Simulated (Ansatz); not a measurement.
# SiHO (sextet): the correlation ladder, cc-pVDZ

The task here is to estimate one member of a computed series from the others.

Method: cc-pVDZ, core rule «outside noble gas», up to 6 orbitals frozen; program: Ansatz 0.2.0, Gaussian basis.

To be run: UHF; CCSD(T) on ROHF; CCSD(T) on UHF; BCCD(T) on ROHF; CISD; CCSDT(Q) on ROHF; CCSDT(Q) on UHF; CASSCF and MRCISD+Q, 11 electrons in 9 orbitals; CASSCF and NEVPT2, 11 electrons in 9 orbitals.

35 further runs of the same task are left out: 9 for a known fault of the program, 10 that didn't finish, 16 set aside as unsound or not needed.

## The system

The geometry is a PBE0/def2-TZVP stationary point (not a proven minimum) of the parent state, kept for this charge and spin.

3 atoms, charge 0, spin multiplicity 6.

Atoms are counted from 1 here; the program's logs count them from 0.

Bond lengths: Si1–O2 1.728 Å, Si1–H3 1.496 Å. Angles: O2–Si1–H3 115.5°.

The first run:

in.yaml

```yaml
crystal:
  periodic: [false, false, false]
  atoms:
    - {symbol: Si, position_ang: [0.000000, -0.094440, 0.592147]}
    - {symbol: O, position_ang: [0.000000, 0.091474, -1.126196]}
    - {symbol: H, position_ang: [0.000000, 1.179495, 1.376770]}
basis:
  gaussian: {orbitals: cc-pVDZ}
magnetization: {spin_polarized: true, initial_magnetization: 5}
hamiltonian: {xc: hf}
output: {orbitals: {seedname: orbitals}}
```

Command:

```console
ansatz run in.yaml --threads 1 --pin off --events-out ev --progress --plain --max-ram 2393MiB
```

Steps of the session up to this table: UHF; CCSD(T) on ROHF; CCSD(T) on UHF; BCCD(T) on ROHF; CISD; CCSDT(Q) on ROHF; CCSDT(Q) on UHF; CASSCF and MRCISD+Q, 11 electrons in 9 orbitals; CASSCF and NEVPT2, 11 electrons in 9 orbitals.

One table of the session follows, with a row left open; its other results are not shown here.

It belongs to the step «Misses and costs». 

| method | from UCCSDT(Q) (meV) |
| --- | --- |
| ROHF | +5604.4 |
| UHF | +5401.8 |
| RMP2 | ? |
| UMP2 | +1011.4 |
| CISD | +383.7 |
| RCCSD | +137.9 |
| UCCSD | +134.8 |
| RCCSD(T) | +35.3 |
| UCCSD(T) | +34.5 |
| BCCD(T) | +34.4 |
| RCCSDT | +6.6 |
| UCCSDT | +5.0 |
| RCCSDT(Q) | +1.9 |
| UCCSDT(Q) | 0 |
| CASSCF valence | +5099.7 |
| NEVPT2 valence | +1198.9 |
| MRCISD valence | +358.6 |
| MRCISD+Q valence | +56.1 |

Q: Estimate the row for RMP2 from the others.

**Answer.** from UCCSDT(Q) (meV): +995.2. In the column «from UCCSDT(Q) (meV)» it lies between CISD (+383.7) and UMP2 (+1011.4).

Caveats from the session: Restricted and unrestricted rows rest on different reference determinants; where their highest levels disagree by more than a few hundredths of an eV, they describe different states and don't form one ladder.
